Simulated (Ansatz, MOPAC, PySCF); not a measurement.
Species: NO, net charge 0, doublet state. SMILES: [N]=O
Coordinates optimised at B3LYP-D3(BJ)/def2-TZVP (Ansatz, a first-principles code):
```xyz
2

N      0.0000     0.0000    -0.6106
O      0.0000     0.0000     0.5343
```
Charge 0, spin multiplicity 2.

Unscaled harmonic wavenumbers (cm⁻¹) in rising order, each level at the stationary point that it reaches from this structure (no distance between atoms moves by over 0.3 Å); the order of modes can differ between levels, and a negative number is imaginary. B3LYP-D3(BJ)/def2-TZVP (PySCF, at the structure above): 1977.

PM3 (MOPAC): 2341. Zero-point energy 3.3 against 2.8 kcal/mol; where all levels lie over 400 cm⁻¹, the wavenumbers are on average 1.184 times those of B3LYP-D3(BJ)/def2-TZVP.

PM6 (MOPAC): 2026. Zero-point energy 2.9 against 2.8 kcal/mol; where all levels lie over 400 cm⁻¹, the wavenumbers are on average 1.025 times those of B3LYP-D3(BJ)/def2-TZVP.

B3LYP/6-31G* (Ansatz): 1991. Zero-point energy 2.8 against 2.8 kcal/mol; where all levels lie over 400 cm⁻¹, the wavenumbers are on average 1.007 times those of B3LYP-D3(BJ)/def2-TZVP.
